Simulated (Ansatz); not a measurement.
C4H6OS can be A, `C#COCCS`, or B, `C=C(C)C(O)=S`.

Isolated molecules relaxed with PBE0-D4/def2-TZVP in Ansatz; ΔE leaves out vibrations. CCSD(T)/CBS is the MP2 limit (def2-TZVPP, def2-QZVPP) plus CCSD(T) − MP2 in def2-TZVPP, frozen cores. Functionals use def2-TZVPP. B3LYP here is the variant with VWN-RPA as its local correlation; programs differ in this. Each species was taken in one conformer, which may not be the lowest.

(1) Which is lower in electronic energy at CCSD(T)/CBS, and by how much? (An estimate is asked.)

(2) Give E(B) − E(A) in kJ/mol with B3LYP, PBE0-D4, PBE-D4, B3LYP-D4, CCSD(T)/def2-TZVPP, B2PLYP, r2SCAN-D4. (Best estimate.)

Largest T1 diagnostic: 0.016.

Results:

(1) Computed: B, by 219.8 kJ/mol.

(2) The calculation gave: B3LYP -219.0, PBE0-D4 -230.2, PBE-D4 -235.7, B3LYP-D4 -225.2, CCSD(T)/def2-TZVPP -219.3, B2PLYP -219.7, r2SCAN-D4 -237.8. None reverses the order clearly.

From PBE to PBE0 (25 % exact exchange), in def2-TZVPP and without D4, E(B) − E(A) moves by +4.9 kJ/mol. The D4 term adds −6.2 kJ/mol with B3LYP and −3.0 kJ/mol with PBE0; it sums over pairs of atoms, weighted by their polarisabilities, and B3LYP, whose exchange is more repulsive, gets the larger term.
